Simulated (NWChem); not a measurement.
System meant: acetamide (C₂H₅NO); SMILES CC(N)=O

The following NWChem deck was run.

```
start job
memory heap 200 mb stack 900 mb global 1100 mb
geometry units angstroms noautosym nocenter noautoz
  C      0.070316     1.409761     0.032542
  C     -0.102132    -0.102678     0.136880
  N      1.018711    -0.840849    -0.150155
  O     -1.167035    -0.620017     0.454662
  H      1.085009     1.739700    -0.263903
  H     -0.185408     1.860526     1.011438
  H     -0.664747     1.797131    -0.699890
  H      0.950315    -1.857506    -0.093403
  H      1.906756    -0.420104    -0.414798
end
basis spherical
  C library def2-svp
  N library def2-svp
  O library def2-svp
  H library def2-svp
end
dft
  xc m06-l
  iterations 150
end
property
  shielding 8 1 2 3 4 5 6 8 9
end
task dft property
```

End of the output:

```
 Vector   19  Occ=0.000000D+00  E= 9.294973D-02
              MO Center=  9.9D-01, -9.2D-01, -1.4D-01, r^2= 5.2D+00
   Bfn.  Coefficient  Atom+Function         Bfn.  Coefficient  Atom+Function
  ----- ------------  ---------------      ----- ------------  ---------------
    73      1.313726  8 H  s                 58     -0.968988  5 H  s
    31     -0.595620  3 N  s                 36      0.482964  3 N  py
     7      0.453722  1 C  px                 8      0.428321  1 C  py
    78     -0.347500  9 H  s                  3      0.329260  1 C  s
    22      0.312396  2 C  py                33     -0.262409  3 N  py

 center of mass
 --------------
 x =  -0.05336596 y =  -0.09162383 z =   0.21569511

 moments of inertia (a.u.)
 ------------------
         207.846025078892           5.078841241031          40.975199072196
           5.078841241031         169.848457281367           5.412629224855
          40.975199072196           5.412629224855         342.929296186069

     Multipole analysis of the density
     ---------------------------------

     L   x y z        total         alpha         beta         nuclear
     -   - - -        -----         -----         ----         -------
     0   0 0 0     -0.000000    -16.000000    -16.000000     32.000000

     1   1 0 0      1.388929      0.037099      0.037099      1.314732
     1   0 1 0      0.301633      0.041055      0.041055      0.219522
     1   0 0 1     -0.400756     -3.169314     -3.169314      5.937872

     2   2 0 0    -17.962968    -52.628368    -52.628368     87.293768
     2   1 1 0     -2.387467      1.963061      1.963061     -6.313589
     2   1 0 1      0.315423     11.360230     11.360230    -22.405036
     2   0 2 0    -15.855886    -67.487903    -67.487903    119.119920
     2   0 1 1      0.644961      1.514849      1.514849     -2.384738
     2   0 0 2    -18.321486    -15.755813    -15.755813     13.190139

          -----------------------------------------
          Chemical Shielding Tensors (GIAO, in ppm)
          -----------------------------------------

 ------------------------------------------------------------------------
  xm06: d2 not coded                    0
 ------------------------------------------------------------------------
 ------------------------------------------------------------------------
  current input line :
    27: task dft property
 ------------------------------------------------------------------------
 ------------------------------------------------------------------------
 This error has not yet been assigned to a category
 ------------------------------------------------------------------------
 For more information see the NWChem manual at https://nwchemgit.github.io

0: xm06: d2 not coded:Received an Error in Communication
```

Q: What is wrong, and how is it mended?

A: The program stopped with an error. Cause: this functional's second derivatives, which shieldings need, aren't coded here; the fix takes a hybrid GGA instead. This input runs:
```
start job
memory heap 200 mb stack 900 mb global 1100 mb
geometry units angstroms noautosym nocenter noautoz
  C      0.070316     1.409761     0.032542
  C     -0.102132    -0.102678     0.136880
  N      1.018711    -0.840849    -0.150155
  O     -1.167035    -0.620017     0.454662
  H      1.085009     1.739700    -0.263903
  H     -0.185408     1.860526     1.011438
  H     -0.664747     1.797131    -0.699890
  H      0.950315    -1.857506    -0.093403
  H      1.906756    -0.420104    -0.414798
end
basis spherical
  * library def2-svp
end
dft
  xc pbe0
  iterations 150
end
property
  shielding 8 1 2 3 4 5 6 8 9
end
task dft property
```
It converges to -208.82576 Ha (PBE0/def2-SVP, GIAO).
